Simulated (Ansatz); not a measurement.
Telling isomers of BH4NSi apart by their spectra

These gas-phase data were calculated for one isomer of BH4NSi at r2SCAN-D4/def2-TZVP (harmonic, unscaled wavenumbers; equilibrium rotational constants with average atomic masses):

| Quantity | Value |
| --- | --- |
| rotational constants | 94.91, 5.29, 5.237 GHz |
| all wavenumbers above 1500 cm⁻¹ | 2576, 2516, 2274, 2251, 1553 |

Candidates:

(1) `B1N[SiH2]1`, a singlet
(2) `BN=[SiH2]`, a singlet
(3) `BN[SiH]`, a singlet

Q: Which structure fits?

A: Candidate (2). No mode falls between 3250 and 3800 cm⁻¹, where the N–H stretch of (1), (3) would stand.

The same quantities for all candidates:

```tsv
	rotational constants (GHz)	wavenumbers above 1500 cm⁻¹	E above the lowest, r2SCAN-D4/def2-TZVP (kcal/mol)
(1)	26.74, 9.653, 7.737	3539, 2692, 2217, 2207	0.0
(2)	94.91, 5.29, 5.237	2576, 2516, 2274, 2251, 1553	4.6
(3)	44.5, 6.168, 5.417	3534, 2658, 2569, 1972	2.8
```

Harmonic stretches to hydrogen usually lie a few per cent above observed fundamentals. Each candidate is one conformer. Programs: Ansatz 0.2.0.
